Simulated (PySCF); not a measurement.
Compound: nitrogen trifluoride, NF₃.
SMILES: `FN(F)F`

The closed-shell ground state was solved at several levels (PySCF, density fitting, gas phase, non-relativistic). Isolated species at its PBE0-D3(BJ)/def2-SVP geometry, gas phase.

| level | basis functions | total energy (Eh) | HOMO (eV) | LUMO (eV) | gap (eV) | dipole (D) |
| --- | --- | --- | --- | --- | --- | --- |
| LDA/pcSseg-2 | 144 | -351.9482 | -8.47 | -0.97 | 7.50 | 0.04 |
| B97-D/pcSseg-2 | 144 | -354.0712 | -8.38 | -0.52 | 7.86 | 0.09 |
| KT2/pcSseg-2 | 144 | -358.9199 | -8.55 | -0.59 | 7.96 | 0.12 |
| B3LYP/pcSseg-2 | 144 | -354.2420 | -9.96 | 0.46 | 10.42 | 0.14 |
| BP86/pcSseg-2 | 144 | -354.2591 | -8.40 | -0.66 | 7.74 | 0.06 |
| HF/pcSseg-2 | 144 | -352.6878 | -15.07 | 6.11 | 21.18 | 0.34 |

(1) What might PBE/pcSseg-2 (144 basis functions) give for the same quantities?

(2) Over all these levels, which gives the widest orbital gap and which the narrowest?

(3) In the pcSseg-2 basis, how does the gap go with the fixed share of exact exchange?

(4) How far do the dipole and the HOMO energy spread over the levels?

Answers

(1) Total energy -353.9274 Eh, HOMO -8.28 eV, LUMO -0.58 eV, gap 7.70 eV, dipole 0.05 D.

(2) HF/pcSseg-2 (Hartree–Fock, all exact exchange) has the widest, 21.18 eV, and LDA/pcSseg-2 (LDA) the narrowest, 7.50 eV. From the narrowest to the widest the HOMO moves by -6.60 eV and the LUMO by +7.08 eV.

(3) LDA (0 %) 7.50 eV; PBE (0 %) 7.70 eV; BP86 (0 %) 7.74 eV; B97-D (0 %) 7.86 eV; KT2 (0 %) 7.96 eV; B3LYP (20 %) 10.42 eV; HF (100 %) 21.18 eV. Each rise in the share widens the gap here.

(4) The dipole runs from 0.04 to 0.34 D (mean 0.12 D) and the HOMO from -15.07 to -8.28 eV.

The pairwise dispersion term of B97-D wasn't added to the energies; at a given geometry it leaves orbitals and properties as they are.
